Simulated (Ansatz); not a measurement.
CsCl-type TlBr, treated with PBEsol in Ansatz (PAW).

Settings: plane-wave cutoff 520 eV, 8×8×8 k mesh, Fermi–Dirac smearing 0.01 eV, scalar-relativistic PAW data made under PBE.

Cell (relaxed at this level):

```xyz
2
Lattice="3.9144 0.0000 0.0000 0.0000 3.9144 0.0000 0.0000 0.0000 3.9144" Properties=species:S:1:pos:R:3 pbc="T T T"
Tl     0.0000     0.0000     0.0000
Br     1.9572     1.9572     1.9572
```

Q: Give the computed bulk modulus B0, band gap, direct gap at Γ and pressure derivative B′ of the bulk modulus.

A: 
bulk modulus B0: 27.0 GPa
band gap: 1.59 eV
direct gap at Γ: 8.26 eV
pressure derivative B′ of the bulk modulus: 5.2

Measured, for comparison: band gap 2.68 eV (temperature not stated, no zero-point or thermal correction, detector crystals, literature values; as tabulated in Piasecki et al. (2022), doi:10.1039/d1ma01259b).

Spin–orbit coupling is not included; with these elements it can move the gap by several tenths of an eV or more.

The computed numbers hold no vibrational or temperature effects.

Cost on a shared machine: about 22 core-seconds (a rough figure).

Ansatz is a first-principles code.
